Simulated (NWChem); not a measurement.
# SF4 (sulfur tetrafluoride): a scaling law for HF

The species is SF4 (5 atoms), meant as a singlet with charge 0. SMILES: `FS(F)(F)F`. Geometry: relaxed at PBE0-D4/def2-TZVP.

HF, energy, NWChem 7.3.0, on 1 thread of Intel Xeon Platinum 8259CL at 2.50GHz (Skylake/Cascade Lake), shared host. N is the number of basis functions, t the processor time.

```
      basis    N  t (s)   ln N   ln t
      6-31G   49    7.3  3.892  1.988
    pcseg-1   74     11  4.304  2.398
6-311G(d,p)   98     15  4.585  2.708
    pcseg-2  154      ?  5.037      ?
```

Question: Fit t = C·Nᵖ to the known rows and estimate the time in pcseg-2.

Answer: 
1. Means of the 3 rows: ln N = 4.26033, ln t = 2.3647.
2. Σ(Δln N)² = 0.24298, Σ(Δln N·Δln t) = 0.25166, so the slope is 0.25166/0.24298 = 1.0357.
3. Intercept: 2.3647 − (1.0357) × 4.26033 = -2.0477. The largest residual of the fit is 0.012.
4. ln t = -2.0477 + 1.0357 × 5.037, so t ≈ 24 s.

The run took 110 s, so the estimate is too short by a factor of about 4.6. The fitted power is 1.0, with the electron count fixed. So low a power shows that fixed costs still weigh. Fixed start-up costs flatten the line at the short runs, so it runs low for the long one.
